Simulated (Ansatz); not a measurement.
Basis-set extrapolation for C3H6N2, SMILES `C#CNCN` (PBE0-D4/def2-TZVP geometry, frozen core, the Gaussian-basis code of Ansatz). Multiplicity 1, RHF reference.

```tsv
	def2-TZVPP	def2-QZVPP
HF	-226.001136	-226.011499
MP2 correlation	-0.894663	-0.955351
CCSD(T) correlation	-0.963998	not run
```

Energies in hartree. Use E(X) = E(∞) + A·exp(−7.88·√X) for Hartree–Fock and E(X) = E(∞) + B·X^(−2.97) for correlation, with X = 3 and 4, and add CCSD(T) minus MP2 of the smaller set to the MP2 limit.

Problem. What is the CCSD(T) energy at the basis-set limit?

Solution. HF limit: -226.011499 + (-0.010363) × 0.13774 = -226.01293. MP2 limit: -0.955351 + (-0.060688) × 0.74074 = -1.00031. Higher-order term: -0.963998 − (-0.894663) = -0.06934. Total: -227.08258 hartree, 308.4 kJ/mol below CCSD(T)/def2-TZVPP.
